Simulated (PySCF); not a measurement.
Consider `C=S` (CH2S). Non-hydrogen atoms are numbered in `[CH2:1]=[S:2]`.

Level of theory: B3LYP-D3(BJ)/ma-def2-TZVP single points in PySCF, grid level 2; every species was optimised with PBE0-D3(BJ)/ma-def2-SVP. Zero-point and thermal terms (298.15 K, 1 bar) come from unscaled PBE0-D3(BJ)/ma-def2-SVP harmonic frequencies, with soft modes damped to free rotors in the entropy.

Problem. What are the vertical and the adiabatic ionisation energy for forming the radical cation?

Solution. 9.32 eV vertical and 9.28 eV adiabatic, the latter with zero-point energy.

Problem. Where does the unpaired spin of the relaxed radical cation sit?

Solution. S2 (thiocarbonyl sulfur) 1.00, C1 (carbonyl-type carbon) -0.10 (intrinsic atomic orbital populations).

Problem. What are the vertical and the adiabatic electron affinity for forming the radical anion?

Solution. 0.45 eV vertical and 0.68 eV adiabatic, the latter with zero-point energy.

Problem. Where does the unpaired spin of the relaxed radical anion sit?

Solution. C1 (carbonyl-type carbon) 0.71, S2 (thiocarbonyl sulfur) 0.33 (intrinsic atomic orbital populations).

Problem. How far is −ε(HOMO) from the vertical value by ΔSCF?

Solution. −ε(HOMO) = 6.53 eV, which is 2.79 eV below the ΔSCF value.
